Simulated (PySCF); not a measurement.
Process, species as SMILES: CCN → CC[NH-] + H+
B3LYP-D3(BJ)/def2-TZVP geometries, fixed; electronic energies without zero-point terms.

Effect of the auxiliary basis of density fitting at HF/aug-cc-pVTZ with PySCF, against the last row, where the deprotonation energy is 419.21 kcal/mol. Species with rotatable bonds are taken in one conformer. The proton leaves the site shown, which need not be the most acidic. Cost is core time over that of density fitting: autoaux, rough, on shared machines of one kind.

| setting | fitting functions, largest species | largest shift of a total energy (mEh) | shift of the deprotonation energy (kcal/mol) | cost |
|---|---|---|---|---|
| density fitting: autoaux | 1215 | 0.004 | 0.000 | 1× |
| density fitting: def2-universal-jkfit | 353 | 0.046 | 0.008 | 0.4× |
| density fitting: cc-pvtz-jkfit | 447 | 0.025 | -0.024 | 0.5× |
| density fitting: cc-pvqz-jkfit | 675 | -0.032 | -0.024 | 0.6× |
| density fitting: none | - | 0.000 | 0.000 | 9× |

Within 0.02 kcal/mol in the deprotonation energy: density fitting: autoaux; density fitting: def2-universal-jkfit. The largest shift is 0.046 mEh in a total energy and 0.024 kcal/mol in the difference.
